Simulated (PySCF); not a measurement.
Gas-phase reaction: CH₂CF₂ = 2 CHF

Computed with PySCF (xtb for GFN2) and rigid-rotor harmonic-oscillator thermochemistry at 1 bar. † marks an energy on the PBE0/def2-TZVP geometry and frequencies; other levels use their own. All species are closed-shell singlets. CHF: computed as isolated molecules; such fragments, hydroxides, amides, oligomers or adducts are transient or little studied in the gas.

```
level               ΔH°(298 K), kJ
------------------  --------------
BLYP/def2-TZVP†                626
GFN2-xTB                         …
PBE/def2-SVP                     …
PBE/def2-TZVP†                   …
PBE0/def2-QZVP†                  …
PBE0/def2-TZVP                 683
r2SCAN/def2-TZVP†              690
ωB97X-V/def2-TZVP†             648
```

Task: Complete the blanks.

Result: 
- GFN2-xTB, ΔH°(298 K), kJ: 715
- PBE/def2-SVP, ΔH°(298 K), kJ: 701
- PBE/def2-TZVP†, ΔH°(298 K), kJ: 676
- PBE0/def2-QZVP†, ΔH°(298 K), kJ: 683
